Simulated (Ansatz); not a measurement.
The inner images of a band of H$_{6}$NSi$_{2}$ (9 atoms, charge -1, multiplicity 1) are given out of order.

Method: RKS PBE-D4/def2-SVP in Ansatz 0.2.0.

First end point:

```xyz
9
Properties=species:S:1:pos:R:3
N -0.959 0.621 -1.421
Si -0.945 0.865 0.421
Si 0.533 -0.958 0.892
H -1.636 1.264 -1.851
H -0.060 0.805 -1.888
H 0.255 1.870 0.653
H 1.794 -1.191 0.039
H -0.097 -2.353 0.846
H 1.115 -0.923 2.309
```

Last end point:

```xyz
9
Properties=species:S:1:pos:R:3
N -0.913 0.983 -1.364
Si -0.992 1.027 0.500
Si 0.526 -0.825 0.863
H 0.009 0.723 -1.745
H -1.557 0.255 -1.705
H 0.165 2.053 0.719
H 1.791 -0.900 -0.016
H -0.124 -2.166 0.494
H 1.095 -1.150 2.254
```

Q: Put them in order from the first end to the last, with their energies above the first end.
A.
```xyz
9
Properties=species:S:1:pos:R:3
N -1.191 0.787 -1.396
Si -1.060 0.875 0.492
Si 0.536 -0.891 0.849
H -0.731 1.630 -1.776
H -0.611 0.019 -1.767
H 0.173 1.855 0.662
H 1.834 -0.978 0.020
H -0.008 -2.309 0.630
H 1.057 -0.988 2.286
```
B.
```xyz
9
Properties=species:S:1:pos:R:3
N -1.017 1.026 -1.372
Si -0.987 0.984 0.495
Si 0.539 -0.875 0.853
H -0.079 1.129 -1.783
H -1.362 0.126 -1.736
H 0.177 2.014 0.662
H 1.797 -1.099 -0.013
H -0.165 -2.221 0.623
H 1.097 -1.084 2.270
```
C.
```xyz
9
Properties=species:S:1:pos:R:3
N -1.060 0.614 -1.394
Si -0.994 0.875 0.451
Si 0.513 -0.930 0.875
H -1.426 1.469 -1.838
H -0.136 0.465 -1.826
H 0.261 1.826 0.670
H 1.784 -1.041 0.011
H -0.028 -2.358 0.759
H 1.086 -0.920 2.293
```
D.
```xyz
9
Properties=species:S:1:pos:R:3
N -1.155 0.668 -1.393
Si -1.040 0.867 0.472
Si 0.522 -0.906 0.861
H -1.111 1.612 -1.808
H -0.329 0.192 -1.788
H 0.221 1.816 0.670
H 1.812 -0.963 0.017
H 0.018 -2.342 0.679
H 1.063 -0.944 2.291
```
E.
```xyz
9
Properties=species:S:1:pos:R:3
N -1.137 0.936 -1.386
Si -1.045 0.904 0.499
Si 0.549 -0.884 0.842
H -0.343 1.473 -1.766
H -0.981 -0.013 -1.758
H 0.127 1.937 0.666
H 1.839 -1.048 0.013
H -0.078 -2.267 0.613
H 1.069 -1.037 2.277
```

A: C (+0.031 eV), D (+0.113 eV), A (+0.163 eV), E (+0.095 eV), B (-0.022 eV).

The run took 3 min on 1 thread of Arm Neoverse V1, with other jobs on the host, peak memory 0.25 GiB.
